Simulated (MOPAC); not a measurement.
MOPAC input (PM7):

```
PM7 PRECISE GNORM=0.05 LET XYZ GEO-OK AUX(PRECISION=9) THREADS=1
H2O

O     0.00702152 1    0.00134342 1    0.11666744 1
H    -0.04995842 1    0.75929218 1   -0.47415850 1
H    -0.00621371 1   -0.77003954 1   -0.45918106 1
```

From the last part of the output:

```
                                                       MOPAC v23.2.5 Linux

          FINAL HEAT OF FORMATION =        -57.79986 KCAL/MOL =    -241.83460 KJ/MOL

          COSMO AREA              =         42.43 SQUARE ANGSTROMS
          COSMO VOLUME            =         25.18 CUBIC ANGSTROMS

          GRADIENT NORM           =          0.04960          =       0.02863 PER ATOM
          IONIZATION POTENTIAL    =         12.115194 EV
          HOMO LUMO ENERGIES (EV) =        -12.115  4.049
          NO. OF FILLED LEVELS    =          4
          MOLECULAR WEIGHT        =         18.0152         POINT GROUP:  C2v

          MOLECULAR DIMENSIONS (Angstroms)

            Atom       Atom       Distance
            H     3    H     2     1.51953
            H     2    O     1     0.57916
            H     3    O     1     0.00000

          SCF CALCULATIONS        =          5

   ATOM   CHEMICAL          X               Y               Z
  NUMBER   SYMBOL      (ANGSTROMS)     (ANGSTROMS)     (ANGSTROMS)

     1       O          0.00691563  *   0.00132316  *   0.11490796  *
     2       H         -0.04959737  *   0.75408501  *  -0.47060204  *
     3       H         -0.00615286  *  -0.76475163  *  -0.45572737  *

                             CARTESIAN COORDINATES

   1    O        0.006915628     0.001323156     0.114907960
   2    H       -0.049597371     0.754085006    -0.470602038
   3    H       -0.006152860    -0.764751630    -0.455727370

           Empirical Formula: H2 O  =     3 atoms

      MOLECULAR POINT GROUP   :   C2v

                  EIGENVALUES
 -29.61488 -17.83824 -14.21663 -12.11519   4.04871   6.35020

              NET ATOMIC CHARGES AND DIPOLE CONTRIBUTIONS

  ATOM NO.   TYPE          CHARGE      No. of ELECS.   s-Pop       p-Pop
    1          O          -0.649309        6.6493     1.81335     4.83596
    2          H           0.324654        0.6753     0.67535
    3          H           0.324654        0.6753     0.67535
 DIPOLE           X         Y         Z       TOTAL
 POINT-CHG.    -0.109    -0.021    -1.803     1.806
 HYBRID        -0.019    -0.004    -0.323     0.323
 SUM           -0.128    -0.024    -2.125     2.129

          ATOMIC ORBITAL ELECTRON POPULATIONS

     Atom    s        px        py        pz
    1  O   1.81335   1.99761   1.35113   1.48721
    2  H   0.67535
    3  H   0.67535

 **********************
 *                    *
 * JOB ENDED NORMALLY *
 *                    *
 **********************

 == MOPAC DONE ==
```
